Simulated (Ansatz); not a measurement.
Geometry optimisation, Ansatz, RKS PBE-D4/cc-pVDZ.

Input file:

```yaml
crystal:
  periodic: [false, false, false]
  atoms:
    - { symbol: B, position_ang: [0.0, 0.0, 0.0] }
    - { symbol: H, position_ang: [0.0, 0.0, 1.54] }
    - { symbol: O, position_ang: [1.2211, 0.0, -0.705] }
    - { symbol: H, position_ang: [1.5209, -0.9519, -0.8599] }
    - { symbol: H, position_ang: [-1.0305, 0.0, -0.595] }
    - { symbol: Si, position_ang: [0.1008, 2.1328, 0.7095] }
    - { symbol: H, position_ang: [0.6771, 2.1737, 2.0503] }
    - { symbol: H, position_ang: [0.9351, 2.9107, -0.2019] }
    - { symbol: H, position_ang: [-1.2441, 2.7001, 0.741] }
    - { symbol: H, position_ang: [0.0412, 0.871, 1.6809] }
basis:
  gaussian: { orbitals: cc-pVDZ }
hamiltonian:
  xc: pbe
  dispersion: d4
relax:
  f_tol: 0.15
  max_steps: 25
  restrain:
    - { distance: [0, 5], at: 3.15, k: 30.0 }
    - { distance: [9, 1], at: 1.86, k: 30.0 }
    - { distance: [0, 1], at: 1.19, k: 30.0 }
    - { distance: [9, 5], at: 1.46, k: 30.0 }
```

Run as:

```bash
$ ansatz run input.yaml --threads 1 --pin off --max-ram 2048MiB --backend cpu --events-out ev --progress --plain --runs-dir out
```

**Question.** Where does it end, and by what steps?

**Answer.** It converged. The restraints hold the end off the free minimum; the threshold counts their pulls, which the force column leaves out. Restrained pairs: B1–Si6 (2.25 → 3.15 Å), H2–H10 (0.88 → 1.87 Å), B1–H2 (1.54 → 1.20 Å), Si6–H10 (1.59 → 1.48 Å). After 10 steps the energy has fallen by 3.628 eV (the restraints' own energy left out); H2 moved furthest, 1.01 Å.

```csv
step,energy less start (eV),largest force component (eV/Å),accepted
0,0.0000,3.234,yes
1,-0.1570,2.042,yes
2,-0.3545,2.366,yes
3,-0.8871,2.682,yes
4,-1.9380,1.740,yes
5,-2.7767,1.147,yes
6,-3.4262,1.155,yes
7,-3.6151,0.581,yes
8,-3.6124,0.915,yes
9,-3.6062,0.727,no
10,-3.6282,0.783,yes
```

```xyz
10
Properties=species:S:1:pos:R:3
B -0.091 -0.428 -0.128
H -0.096 -0.850 0.996
O 1.028 -0.444 -0.912
H 1.810 -0.803 -0.448
H -1.095 0.005 -0.662
Si 0.131 2.467 1.098
H 0.849 3.077 2.282
H 0.853 2.844 -0.170
H -1.287 2.975 1.058
H 0.121 0.992 1.245
```

The run took 8.9 s on 1 thread of AMD EPYC 9R45 96-Core Processor (Zen 5), with other jobs on the host, peak memory 0.14 GiB.
